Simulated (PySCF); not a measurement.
Compound: PS4 (charge -3).
SMILES: `S=P([S-])([S-])[S-]`

The closed-shell ground state was solved at several levels (PySCF, density fitting, gas phase, non-relativistic). Geometry: PBE0-D3(BJ)/def2-SVP; no solvent, vibrations or thermal averaging. Whether so highly charged an anion holds all its electrons in the gas phase wasn't checked; a finite basis holds them in any case. No counter-ion or solvent screens the charge of this multiply charged ion. The HOMO energy is positive, so at this level the finite basis confines the outermost electrons. No diffuse functions stand in cc-pVDZ, cc-pVTZ and pcSseg-0, which bears on an anion's orbital energies.

```csv
level,basis functions,HOMO (eV),LUMO (eV),gap (eV)
PBE0/aug-cc-pVDZ,135,6.37,8.83,2.46
PBE0/pcSseg-0,65,8.14,13.56,5.42
PBE0/cc-pVDZ,90,8.06,13.26,5.20
PBE0/cc-pVTZ,170,7.35,12.31,4.96
```

**Question.** Estimate the row for PBE0/IGLO-III, a basis of 220 functions; the other rows only guide the guess.

**Answer.** HOMO 8.14 eV, LUMO 13.35 eV, gap 5.21 eV.

**Question.** Over all these levels, which gives the widest orbital gap and which the narrowest?

**Answer.** PBE0/pcSseg-0 has the widest, 5.42 eV, and PBE0/aug-cc-pVDZ the narrowest, 2.46 eV. From the narrowest to the widest the HOMO moves by +1.77 eV and the LUMO by +4.73 eV.

**Question.** How much does the basis alone move the frontier levels among the 5 PBE0 rows (the withheld one included)?

**Answer.** The HOMO by 1.77 eV and the LUMO by 4.73 eV. By rising basis size (HOMO, LUMO in eV): pcSseg-0 8.14, 13.56; cc-pVDZ 8.06, 13.26; aug-cc-pVDZ 6.37, 8.83; cc-pVTZ 7.35, 12.31; IGLO-III 8.14, 13.35.
